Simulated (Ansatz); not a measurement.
**C2H5NO: up Jacob's ladder to CCSD(T)**

How much do the methods differ for C2H5NO? The plan is to run it at one geometry with functionals of several rungs and with coupled cluster. The yardstick is the atomisation energy at the CCSD(T) limit.

Method: functionals in def2-TZVPP, the program's frozen cores in correlated methods; program: Ansatz 0.2.0, Gaussian basis.

Plan: LDA (SPW92), PBE-D4, revPBE-D4, BLYP-D4, r2SCAN-D4, B97M-V, PBE0-D4, B3LYP-D4, r2SCANh-D4, r2SCAN0-D4, HSE06-D4, BHLYP-D4, CAM-B3LYP-D4, LC-ωPBE, ωB97X-V, ωB97M-V, B2PLYP, PBE-QIDH; CCSD(T)/def2-SVP; CCSD(T)/def2-TZVPP; MP2/def2-QZVPP; extrapolation to the limit; RPA on PBE.

### Step 1. The geometry

An earlier PBE0-D4 in a triple-zeta def2 set relaxation fixed the geometry.

SMILES `C/C=N/O`, 9 atoms, charge 0, spin multiplicity 1.

Atoms are counted from 1 here; the program's logs count them from 0.

Bond lengths: C1–C2 1.484 Å, C1–H5 1.094 Å, C1–H6 1.090 Å, C1–H7 1.094 Å, C2–N3 1.265 Å, C2–H8 1.092 Å, N3–O4 1.386 Å, O4–H9 0.961 Å. Angles: C2–C1–H5 110.7°, C2–C1–H6 110.4°, C2–C1–H7 110.7°, H5–C1–H6 109.0°, H5–C1–H7 107.0°, H6–C1–H7 109.0°, C1–C2–N3 120.1°, C1–C2–H8 119.8°, N3–C2–H8 120.1°, C2–N3–O4 111.8°, N3–O4–H9 102.9°.

### Step 2. LDA

This LDA is Slater exchange with PW92 correlation.

File in.yaml:

```yaml
crystal:
  periodic: [false, false, false]
  atoms:
    - {symbol: C, position_ang: [-0.999188, 0.587952, 0.688205]}
    - {symbol: C, position_ang: [-0.159000, -0.219600, -0.230558]}
    - {symbol: N, position_ang: [1.101830, -0.122670, -0.188056]}
    - {symbol: O, position_ang: [1.712832, -0.949800, -1.116605]}
    - {symbol: H, position_ang: [-1.619771, -0.060410, 1.313900]}
    - {symbol: H, position_ang: [-0.373488, 1.207592, 1.330033]}
    - {symbol: H, position_ang: [-1.678922, 1.232700, 0.123179]}
    - {symbol: H, position_ang: [-0.631930, -0.898233, -0.944002]}
    - {symbol: H, position_ang: [2.647648, -0.777530, -0.976094]}
basis:
  gaussian: {orbitals: def2-TZVPP}
hamiltonian: {xc: lda}
output: {orbitals: {seedname: orbitals}}
```

Started as:

```bash
$ ansatz run in.yaml --threads 4 --pin off --events-out ev --progress --plain --max-ram 10444MiB
```

The runs that follow: PBE-D4 (GGA); revPBE-D4 (GGA); BLYP-D4 (GGA); r2SCAN-D4 (meta-GGA); B97M-V (meta-GGA); B3LYP-D4 (hybrid); r2SCANh-D4 (hybrid); r2SCAN0-D4 (hybrid); HSE06-D4 (hybrid); BHLYP-D4 (hybrid); CAM-B3LYP-D4 (range-separated); LC-ωPBE (range-separated); ωB97X-V (range-separated); ωB97M-V (range-separated); B2PLYP (double hybrid); PBE-QIDH (double hybrid); CCSD(T) in def2-SVP; CCSD(T) in def2-TZVPP; MP2 in def2-QZVPP; RPA on PBE orbitals.

**Question.** What will the summary of the whole plan be? Wanted: atomisation energy, CCSD(T)/CBS; farthest beyond LDA; mean size of error, GGA; mean size of error, meta-GGA; mean size of error, hybrid; mean size of error, range-separated; mean size of error, double hybrid; gap, smallest and largest; T1 diagnostic.

As calculated:

```
                               quantity                                      value
        atomisation energy, CCSD(T)/CBS                                  35.357 eV
    functionals within 0.177 eV (0.5 %)        r2SCAN-D4, B97M-V, LC-ωPBE, ωB97X-V
                    farthest beyond LDA                       BHLYP-D4 (-1.452 eV)
                mean size of error, GGA                                   0.744 eV
           mean size of error, meta-GGA                                   0.071 eV
             mean size of error, hybrid                                   0.535 eV
    mean size of error, range-separated                                   0.160 eV
      mean size of error, double hybrid                                   0.319 eV
              gap, smallest and largest  5.00 eV (LDA (SPW92)), 12.69 eV (LC-ωPBE)
                          T1 diagnostic                                     0.0135
triples share of the correlation energy                                      4.1 %
```

**Reading.** The LDA atomisation energy is off by 6.184 eV (17 %): it overbinds. PBE-D4 is off by +1.394 eV. Double hybrids carry the basis error of their MP2 part in triple zeta, and no dispersion term here, so their miss is partly the set-up's. The rungs meta-GGA, range-separated miss on average by less than the doubt on the reference (0.177 eV), so they tie; GGA functionals have the largest mean beyond LDA (0.744 eV). The reference freezes the cores and leaves out relativity and excitations past (T), so misses under about 0.177 eV can't be ranked. Hartree-Fock recovers 67 % of the binding; the rest is correlation. CCSD(T) in def2-SVP is off by -1.957 eV, more than most functionals: a good method in a small basis is no reference. The gap grows from 5.0 to 12.7 eV across the functionals, mostly with the share of exact exchange. The restricted reference is unstable towards a spin-broken one.
